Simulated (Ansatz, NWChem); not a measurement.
# Heat of formation of C4H8 (isobutene) from total energies

C4H8 has 12 atoms, charge 0, and is taken as a singlet. SMILES: `C=C(C)C`. The shape is that of a PBE0-D4/def2-TZVP optimisation.

| atom | x (Å) | y (Å) | z (Å) |
| --- | --- | --- | --- |
| C | -0.5741 | 1.4115 | -0.2509 |
| C | -0.0801 | 0.1967 | -0.0350 |
| C | 0.0530 | -0.3758 | 1.3404 |
| C | 0.3791 | -0.6861 | -1.1516 |
| H | -0.6655 | 1.8151 | -1.2534 |
| H | -0.9041 | 2.0418 | 0.5677 |
| H | -0.5167 | -1.3069 | 1.4303 |
| H | -0.2992 | 0.3183 | 2.1043 |
| H | 1.0966 | -0.6277 | 1.5569 |
| H | -0.1783 | -1.6289 | -1.1558 |
| H | 0.2543 | -0.2082 | -2.1239 |
| H | 1.4350 | -0.9499 | -1.0291 |

Total energies at SVWN5/6-31G* (spherical functions) (NWChem 7.3.0); the atoms run unrestricted:

| species | state | energy (Eh) |
| --- | --- | --- |
| C4H8 | singlet | -155.704328 |
| C | triplet | -37.450175 |
| H | doublet | -0.476044 |

Harmonic wavenumbers at B3LYP/6-31G*, in cm⁻¹: 178, 214, 379, 437, 438, 710, 820, 921, 974, 995, 1036, 1099, 1122, 1310, 1439, 1442, 1470, 1501, 1515, 1518, 1532, 1743, 3025, 3031, 3070, 3074, 3124, 3126, 3156, 3232.

Measured heats of formation of the gaseous atoms at 298.15 K, in kJ/mol: C 716.9, H 218.0. Spin-orbit lowering of the atoms at 298 K (mean of the ground term's levels less their thermal mean, from spectra), in kJ/mol: C 0.02. Take 1 Eh = 2625.50 kJ/mol, 1 cm⁻¹ = 0.0119627 kJ/mol, RT = 2.479 kJ/mol.

Problem. What heat of formation follows?

Solution. 
1. Electronic atomisation energy: 4 × (-37.450175) + 8 × (-0.476044) − (-155.704328) = 2.095276 Eh = 5501.1 kJ/mol.
2. Zero-point energy: half the sum of the wavenumbers, 23815.5 cm⁻¹ = 284.9 kJ/mol.
3. Thermal vibrational enthalpy, Σ hcν̃/(exp(hcν̃/kT) − 1): 6.4 kJ/mol. Translation, rotation and pV of a non-linear molecule: 4 RT = 9.9 kJ/mol.
4. The 12 free atoms carry 5/2 RT each: 74.4 kJ/mol.
5. Spin-orbit coupling lowers the free atoms by 4 × 0.02 = 0.1 kJ/mol.
6. Atomisation enthalpy at 298 K: 5501.1 − 0.1 − 284.9 − 6.4 − 9.9 + 74.4 = 5274.2 kJ/mol.
7. Sum of the atoms' heats of formation: 4611.6 kJ/mol. Heat of formation: 4611.6 − 5274.2 = -662.6 kJ/mol.

The tabulated value is -17.6 kJ/mol (Active Thermochemical Tables), so this level is off by -645.0 kJ/mol, or 13.9 % of the atomisation enthalpy that the table implies (4629.1 kJ/mol). The LDA overbinds, which puts heats of formation too low. Anharmonicity and any spin-orbit splitting of the molecule are left out.
